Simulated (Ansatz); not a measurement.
The input, for Ansatz 0.2.0:

```yaml
crystal:
  periodic: [false, false, false]
  atoms:
    - {symbol: Sn, position_ang: [0.000000, 0.000000, -1.346200]}
    - {symbol: H, position_ang: [0.000000, 0.000000, 4.347800]}
    - {symbol: H, position_ang: [0.000000, 0.000000, -3.001600]}
basis:
  gaussian: {orbitals: def2-SVPD}
total_charge: 1
magnetization: {spin_polarized: false, initial_magnetization: 1}
correlation: {active_space: {window: {electrons: 2, orbitals: 1}}}
```

```sh
$ ansatz run in.yaml --threads 1 --pin off --events-out ev --progress --plain --max-ram 2393MiB
```

Task: How does this run end?

Result: Stopped by an error. The input was made wrong on purpose (impossible active window), so the run isn't a sound calculation of what was asked.
```
584 factors; integrals over basis functions are off by at most 3.7e-4 eV
mean field evaluation 1: about -5826.7480 eV, gradient 8.3e0 eV
mean field evaluation 2: about -5826.7537 eV, gradient 8.3e0 eV
mean field evaluation 4: about -5827.2448 eV, gradient 4.8e-1 eV
mean field evaluation 8: about -5827.2488 eV, gradient 6.4e-2 eV
mean field -5827.24882527 eV, -214.1474444774 hartree, gradient 7.7e-7 eV, S^2 0.750000; 0 other end points of the search recorded, 0 dependent functions left out
reference -5827.24882527 eV, -214.1474444774 hartree; 12, 11 occupied and 36, 37 virtual orbitals, 584 factors
Error: 2 electrons in 1 orbitals form no window around the highest filled level of the reference
```
